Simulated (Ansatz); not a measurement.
The input, for Ansatz 0.2.0:

```yaml
crystal:
  periodic: [false, false, false]
  atoms:
    - {symbol: Al, position_ang: [0.000000, -0.106146, 1.272497]}
    - {symbol: C, position_ang: [0.000000, 0.083663, -0.643702]}
    - {symbol: O, position_ang: [0.000000, 0.036255, -1.792225]}
    - {symbol: H, position_ang: [0.000000, 1.269000, 2.055591]}
basis:
  gaussian: {orbitals: cc-pVDZ}
correlation: {method: sc_nevpt2, electrons: outside_noble_gas, active_space: {window: {electrons: 8, orbitals: 8}}}
```

```sh
$ ansatz run in.yaml --threads 1 --pin off --events-out ev --progress --plain --max-ram 2393MiB
```

**Question.** Roughly how long does this take on 1 thread of Arm Neoverse V1, shared host, and how much host memory?

**Answer.** 13 s wall and 0.11 GiB.

```
486 factors; integrals over basis functions are off by at most 1.3e-3 eV
mean field evaluation 1: about -9662.7091 eV, gradient 2.4e1 eV
mean field evaluation 2: about -9662.7133 eV, gradient 2.4e1 eV
mean field evaluation 4: about -9664.2036 eV, gradient 2.6e0 eV
mean field evaluation 8: about -9664.2403 eV, gradient 5.7e-4 eV
mean field evaluation 16: about -9661.7730 eV, gradient 1.1e-4 eV
mean field -9664.24028839 eV, -355.1542799410 hartree, gradient 1.6e-6 eV, S^2 0.000000; 2 other end points of the search recorded, 0 dependent functions left out; unrestricted orbitals would lower it
reference -9664.24028839 eV, -355.1542799410 hartree; 14, 14 occupied and 37, 37 virtual orbitals, 486 factors
state -9668.14082109 eV, -355.2976218737 hartree
state -9668.14082109 eV, -355.2976218737 hartree; corrected -9673.62270012 eV, -355.4990772126 hartree
state -9667.33030293 eV, -355.2678358808 hartree
state -9667.33030293 eV, -355.2678358808 hartree; corrected -9674.02358015 eV, -355.5138092818 hartree
state -9667.33030293 eV, -355.2678358808 hartree; corrected -9674.02358015 eV, -355.5138092818 hartree
the orbitals are reached from a further start. From the first start the search ends at -9668.14075741 eV, -355.2976195335 hartree
WARN: the results are in doubt because another end's mean lies 0.811 eV lower, and its corrected mean 0.401 eV higher
Total energy: -9674.02358015 eV, -355.5138092818 hartree
In doubt: another end's mean lies 0.811 eV lower, and its corrected mean 0.401 eV higher
```

Natural occupations: 1.9865 1.9560 1.9405 1.8572 0.1083 0.0804 0.0530 0.0180.
